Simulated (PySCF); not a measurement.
Propyne, C3H4.
Structure used (GFN2-xTB), in Å, numbered top down from 1:
```xyz
7
C3H4 angstrom
C      1.686   -0.123   -0.018
C      0.493   -0.035   -0.008
C     -0.948    0.072    0.004
H      2.731   -0.206   -0.026
H     -1.380   -0.655   -0.684
H     -1.251    1.073   -0.302
H     -1.328   -0.121    1.007
```

Level of theory: PySCF, TDDFT CAM-B3LYP/def2-SVPD, vertical, gas phase, core orbitals frozen in the response.

Frontier orbitals with the atoms that hold most of them (Löwdin shares over 4%, at most four atoms; ? is withheld):

| orbital | ε (eV) | atoms |
| --- | --- | --- |
| HOMO-3 | -13.79 | C3 46%, H5 19%, H6 16%, C2 12% |
| HOMO-2 | -13.79 | C3 46%, H7 22%, C2 12%, H6 10% |
| HOMO-1 | -9.13 | C1 42%, C2 40%, C3 8%, H4 4% |
| HOMO | -9.13 | C1 42%, C2 40%, C3 8%, H4 4% |
| LUMO | ? | ? |
| LUMO+1 | 2.32 | C1 45%, H4 28%, C3 11%, H5 5% |
| LUMO+2 | 2.43 | C1 30%, C2 28%, H4 15%, C3 12% |

Q: Give the leading atoms of the LUMO.

A: C3 (bonded to C and 3 H) 34%; C2 (bonded to 2 C) 19%; C1 (bonded to C and H) 17%; H6 (bonded to C) 9%. By element: carbon 70%, hydrogen 9% or more.

Q: What is the LUMO energy, and the HOMO–LUMO gap?

A: ε(LUMO) = 1.38 eV; the gap is 10.51 eV (0.3862 hartree).

Within 0.005 eV of a neighbour in this list lie HOMO-3/HOMO-2 and HOMO-1/HOMO (point group found: C3v); within a degenerate set the shares of single atoms can hang on how the components are chosen.

Q: How does S1 compare with the orbital gap of 10.51 eV?

A: S1 is at 6.72 eV (f = 0.0000), 3.79 eV below the gap, made of HOMO-1/HOMO→LUMO+3 (≥47%), HOMO-1/HOMO→LUMO+2 (≥35%). Its leading pair isn't HOMO and LUMO; the energies of that pair differ by 11.56 eV. 

Next come S2 at 6.98 eV (f 0.0009), HOMO-1/HOMO→LUMO+3 (≥47%), HOMO-1/HOMO→LUMO+2 (≥29%); S3 at 6.98 eV (f 0.0007), HOMO-1/HOMO→LUMO+3 (≥48%), HOMO-1/HOMO→LUMO+2 (≥29%); S4 at 7.41 eV (f 0.020), HOMO-1/HOMO→LUMO (≥92%); S5 at 7.41 eV (f 0.020), HOMO-1/HOMO→LUMO (≥92%).

Orbitals of the list HOMO-3 to LUMO+2 that lie within 0.01 eV of each other are written together with a slash and their weights summed (≥ marks a lower bound); for degenerate orbitals outside that list single weights are arbitrary.

Löwdin shares depend on the basis, the more so with diffuse functions.
